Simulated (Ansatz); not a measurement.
Reaction (SMILES): ClC=C → 2 C atom + Cl atom + 3 H atom
B3LYP-D3(BJ)/def2-TZVP geometries, fixed; electronic energies without zero-point terms.

Basis-set convergence of the atomisation energy at HF with Ansatz (a quantum-chemistry and plane-wave program). All functions are spherical. Open shells are unrestricted. No added dispersion term, no relativity. Functions are those of the species that has most. Reference: the value in aug-pcseg-3, 399.89 kcal/mol, itself unsure by roughly 0.66 kcal/mol (its mean distance from aug-cc-pV(Q+d)Z, def2-QZVPPD, pcseg-3). Deviations are taken from unrounded values.

```csv
basis,functions,atomisation energy (kcal/mol),minus reference (kcal/mol)
6-31G,37,368.12,-31.78
pcseg-0,37,361.09,-38.81
def2-SVPD,91,402.88,2.99
aug-pcseg-1,100,395.48,-4.42
aug-cc-pV(D+d)Z,105,391.29,-8.60
def2-TZVPP,146,398.37,-1.52
cc-pV(Q+d)Z,264,398.84,-1.06
pcseg-3,283,399.90,0.01
def2-QZVPPD,304,398.89,-1.00
```
